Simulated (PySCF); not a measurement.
## Working with the constants of MgF

UHF-CCSD(T) constants of MgF, ²Σ⁺ (doublet), unpaired electrons σ ↑ (PySCF, no relativity, basis sets Mg 3-21G, F 3-21G; masses 23.9850 and 18.9984 u):

- ωe: 761.5 cm⁻¹
- ωexe: 3.62 cm⁻¹
- Be: 0.51921 cm⁻¹
- αe: 0.00423 cm⁻¹
- De to Mg + F: 3.24 eV

Task: What force constant and bond length do these constants imply?

Result: Reduced mass μred = 10.601 u; k = 5.8918×10⁻⁷·μred·ωe² (u, cm⁻¹, mdyn/Å) = 3.62 mdyn/Å; Re = √(16.8576/(μred·Be)) (u, cm⁻¹, Å) = 1.750 Å.

Task: Estimate the centrifugal constant D from the Kratzer relation and find the Dunham coefficient a1.

Result: D = 4Be³/ωe² = 9.65e-07 cm⁻¹; a1 = −1 − αeωe/(6Be²) = -2.99.

Correlated steps freeze 2 core orbitals. 3-21G is very small, so such numbers show the basis as much as the molecule. The state was picked by a PBE0 search and need not be the measured ground state.
